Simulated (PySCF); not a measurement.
Si₂⁻: frontier orbitals

PBE0 at R = 2.177 Å; Si def2-TZVPPD; no relativity (PySCF 2.14). State: ²Πu (doublet), unpaired electrons π ↑. Only the outer orbitals are listed.

```
spin  orbital  occ.  ε (eV)  main shells (%)
   α       σg     1   -8.83        90 s, 9 p
   α       σu     1   -4.43       89 s, 11 p
   α       πu     1   -1.09             96 p
   α       σg     1   -0.46       81 p, 17 s
   α       πu     1   -0.40             97 p
   α       πg     0    3.11       69 p, 31 d
   α       πg     0    3.56       59 p, 41 d
   β       σg     1   -8.14        90 s, 8 p
   β       σu     1   -4.05       88 s, 13 p
   β       σg     1   -0.34       81 p, 16 s
   β       πu     1   -0.22             98 p
   β       πu     0    1.65            100 p
   β       πg     0    3.63       55 p, 45 d
   β       πg     0    3.97       55 d, 45 p
```

**Question.** Which are the highest filled and the lowest empty level, where do they sit, and how wide is the gap?

**Answer.** Highest filled β πu at -0.22 eV (in %: 98 p); lowest empty β πu at 1.65 eV (in %: 100 p); the gap at PBE0 is 1.87 eV. Both belong to one degenerate shell, split only by its one-sided filling, so this is no excitation gap. An empty level above zero is unbound, and its energy depends on the basis.

```json
{
 "bond order (Mayer)": "2.34",
 "⟨S²⟩": "0.755",
 "polarisability along the bond": "174.6 bohr³",
 "polarisability across the bond": "139.9 bohr³"
}
```

The state was picked by a PBE0 search and need not be the measured ground state.
